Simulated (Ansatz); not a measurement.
# Si (model structure, started from the simple cubic type, Pm-3m, No. 221, 1 atom in the cell): equilibrium lattice constant a by level of theory

No measured value is used here.

```tsv
level (code)	value (Å)
PBE (Ansatz)	2.530
PBEsol (Ansatz)	…
PBE-D3(BJ) (Ansatz)	2.499
r²SCAN (Ansatz)	2.523
```

Task: Some entries are withheld; supply them.

Result: 
- PBEsol (Ansatz, a first-principles code), value (Å): 2.511

Ansatz's density-functional and Hartree–Fock values are scalar-relativistic unless marked +SOC, with PAW data made under PBE.

A model structure was made by putting elements into a prototype or built by hand; it is no filed structure, need not be a known phase, and can be a saddle point held by its symmetry.
